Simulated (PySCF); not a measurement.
C4H7Cl.
Cartesian coordinates in Å at the PBE0-D3(BJ)/def2-SVP level; atoms count from 1:
```
atom  x, y, z in Å
C1    -1.4415    0.3193   -0.3748
C2    -0.3042    0.2381    0.6401
C3     0.9604   -0.2860    0.0440
C4     2.1150    0.3662   -0.0986
Cl5    2.3786    1.9956    0.4259
H6    -2.3664    0.6841    0.0965
H7    -1.1864    1.0046   -1.1973
H8    -1.6584   -0.6655   -0.8182
H9    -0.1158    1.2283    1.0810
H10   -0.6036   -0.4255    1.4706
H11    0.9454   -1.3103   -0.3477
H12    2.9981   -0.0806   -0.5592
```

Linear response at PBE0/def2-SVPD (PySCF, frozen core in the response, non-relativistic).

Static isotropic polarisability: 65.22 au (9.66 Å³), principal values 51.2, 60.5, 83.9 au.

What is the polarisability at 1064 nm and at the sodium D line?

65.81 au at 1064 nm (+0.9 %), 67.23 au at 589.3 nm (+3.1 %). The rise at 589.3 nm is 3.39 times that at 1064 nm; a pure ω² law gives 3.26. The lowest singlet lies at 190 nm, shorter than both wavelengths.

What is the isotropic C6 coefficient between two such molecules, C6 = (3/π)∫α(iω)² dω?

1723 au (Eh·bohr⁶) by a ten-point quadrature over imaginary frequencies, which is 1030 eV·Å⁶ or 99.3 J·nm⁶/mol.

Which effective excitation energy ω̄ makes London's formula C6 = (3/4)α²ω̄ exact here?

ω̄ = 4·C6/(3α²) = 0.540 Eh = 14.7 eV. A one-pole form α(ω) = α/(1 − ω²/ω̄²) fitted to the 1064 nm value gives 12.3 eV. London's choice of the ionisation energy (9.32 eV, ΔSCF at the same level) gives C6 = 1090 au, 37 % too low.

What n − 1 at the D line would an ideal gas of it have at 273.15 K and 1 atm (2.6868 × 10¹⁹ cm⁻³), by n − 1 = 2π·N·α′?

16.82 × 10⁻⁴, a formal value whether or not that pressure can be reached.

The lowest 6 singlets have (eV, f): 6.52, 0.090; 6.70, 0.242; 6.92, 0.017; 7.19, 0.000; 7.58, 0.014; 7.76, 0.015. What share of the static polarisability do they carry in the sum over states α = Σ f/ω²?

6.21 au, 9.5 % of α; the largest term, 4.00 au, is that of the state at 6.70 eV. Their oscillator strengths add up to 0.38. Higher states carry the rest.

What three-body coefficient follows from the one-pole estimate C9 = (3/4)·α·C6?

84300 au. This is an estimate from the two numbers above, not a computed integral.

What molar refraction at the D line follows from R = (4π/3)·N_A·α′, with α′ the polarisability volume?

α′ = 9.96 Å³ gives R = 25.13 cm³/mol, for isolated, non-vibrating species.

How anisotropic is the static polarisability, by Δα² = ½[(α1 − α2)² + (α2 − α3)² + (α3 − α1)²]?

Δα = 29.2 au, or 0.45 of the isotropic value.

One conformer stands for the species.
